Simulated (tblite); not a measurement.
Compound: C5H5P.
InChI=1S/C5H5P/c1-2-4-6-5-3-1/h1-5H

Method: GFN2-xTB as coded in tblite; computed harmonic values from a numerical Hessian at the method's own geometry, unscaled. The method is semi-empirical: single wavenumbers can be off by several per cent or more.

Harmonic wavenumbers (cm⁻¹): 246.6, 309.4, 435.1, 518.2, 572.4, 689.3, 812.0, 823.6, 833.1, 873.7, 880.1, 922.5, 930.7, 1056.2, 1138.7, 1204.5, 1211.8, 1284.4, 1377.7, 1386.5, 1513.4, 1561.4, 3033.7, 3035.9, 3045.6, 3047.3, 3079.0.

A = 5174, B = 3533, C = 2100 MHz; mass 96.013 u (most abundant isotopes); point group C2v, symmetry number 2.

Problem. Zero-point energy?

Solution. ½Σν̃ = 17911 cm⁻¹ = 51.21 kcal/mol.

Problem. Give the ideal-gas entropy at 400 K and 1 bar in the rigid-rotor, harmonic-oscillator model (classical rotation).

Solution. Translation 41.08, rotation 26.03, vibration 11.66: S = 78.8 cal/(mol K).

Problem. And Cp and H(400 K) − H(0)?

Solution. Cp = 27.78 cal/(mol K), of which vibrations give 19.83 (their classical limit is 27 R = 53.7); H(400 K) − H(0) = 6.27 kcal/mol without the zero-point energy, 3.10 from vibrations.

Problem. How do the functions run with temperature in this model?

Solution. 
```csv
T (K),S (cal/(mol K)),Cp (cal/(mol K)),H − H(0) (kcal/mol),G − H(0) (kcal/mol),ln q(vib)
100,56.5,9.5,0.83,-4.82,0.04
200,64.5,14.6,2.01,-10.89,0.41
300,71.7,21.4,3.81,-17.71,1.08
500,85.6,33.1,9.33,-33.45,3.00
800,103.6,43.3,20.95,-61.91,6.40
1000,113.7,47.5,30.06,-83.67,8.67
```

q(vib) and H(0) count from the zero-point level.

Problem. What must be added to the electronic energy to get the Gibbs energy at 400 K and 1 bar?

Solution. ZPE + [H(400 K) − H(0)] − T·S = 51.21 + 6.27 − 31.51 = 25.97 kcal/mol.

Problem. Which modes carry the vibrational entropy at 400 K?

Solution. 246.6 cm⁻¹: 2.29; 309.4 cm⁻¹: 1.87; 435.1 cm⁻¹: 1.29; 518.2 cm⁻¹: 1.01; 572.4 cm⁻¹: 0.87; 689.3 cm⁻¹: 0.62 cal/(mol K); the other 21 give 3.70 together.

Hindered rotation and anharmonicity are outside this model.

Time: 0.21 s. Hardware: one thread, Intel Xeon Platinum 8488C (x86_64) (shared host). The figure is for the frequency step alone.
